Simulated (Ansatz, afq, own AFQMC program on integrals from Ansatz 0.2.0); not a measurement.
## CH2B, quartet: a scan with AFQMC

```yaml
atoms:
  - { symbol: B, position_ang: [0.0000, -0.1048, 0.8024] }
  - { symbol: C, position_ang: [0.0000, -0.0446, -0.7232] }
  - { symbol: H, position_ang: [0.0000, 0.8949, 1.4725] }
  - { symbol: H, position_ang: [0.0000, 0.7607, -1.4612] }
```

The B1–C2 distance is changed with both sides rigid. Energies in kJ/mol count from this geometry (1.527 Å) at the same level; the start stands on UHF, each point on the determinant named.

Basis cc-pVDZ. Noble-gas cores (and the filled d shells of Ga–Kr and In–Xe) are frozen. Integrals, coupled cluster, full CI and functionals: Ansatz 0.2.0; the random walks run on the same integrals in our own AFQMC program. ph-AFQMC/CISD is guided by a CISD state made of CCSD amplitudes; releasing the constraint for a short imaginary time cuts its bias at the price of noise, slowly where states lie close. Uncertainties: one standard error, sampling alone.

Cautions, each for one point or more: a spin-contaminated unrestricted determinant lies lower; higher spins were not checked; lower spins were not checked; strong correlation; the search met a lower determinant of the same kind, perhaps of another symmetry, and this one is a saddle point.

```tsv
r(B1–C2) / Å	det.	T1	weight	⟨S²⟩	PBE0	B2PLYP	CCSD(T)
1.358	UHF	0.016	0.92	3.76	59.4	62.1	70.7
1.710	UHF	0.021	0.91	3.76	31.7	29.3	23.6
2.134	UHF	0.035	0.88	3.80	207.4	199.9	187.5
2.809	ROHF¶	0.063	0.80	pure	432.4§	423.9§	385.4
4.142	ROHF	0.016	0.88	pure	542.9§	483.6§	420.5
```

(1) Estimate the curve of CCSDT(Q), counted from the same start.

Answers

(1) 
```csv
r(B1–C2) / Å,det.,T1,weight,⟨S²⟩,CCSDT(Q),ph-AFQMC/CISD
1.358,UHF,0.016,0.92,3.76,71.0,69.0 ± 1.1
1.710,UHF,0.021,0.91,3.76,23.1,22.2 ± 1.2
2.134,UHF,0.035,0.88,3.80,184.5,185.7 ± 1.9
2.809,ROHF¶,0.063,0.80,pure,379.0,382.0 ± 2.0
4.142,ROHF,0.016,0.88,pure,421.4,418.4 ± 1.9
```

Weight is that of the determinant in the CISD state; at the start T1 is 0.017 and the weight 0.92, and ⟨S²⟩ is 3.76. ¶ marks points with a poor determinant and no full CI, where no value is sure; they don't count among the departures. § marks a functional whose ⟨S²⟩ is too high by over 0.1. Largest departures from CCSDT(Q), at the points where its series has closed: CCSD(T) 3.0 kJ/mol at 2.134 (on UHF), ph-AFQMC/CISD -3.0 kJ/mol at 4.142 (on ROHF) (within the noise), PBE0 22.9 kJ/mol at 2.134, B2PLYP 15.4 kJ/mol at 2.134. Functionals count only at points shown to share the start's state and spin. In this small basis the wave-function levels are far from their limit, so their gap to the functionals isn't the functionals' error.

A walk keeps the symmetry of its determinant, which the program's search chose and which needn't be the lowest solution, so a lower state of the same spin and another symmetry isn't excluded.
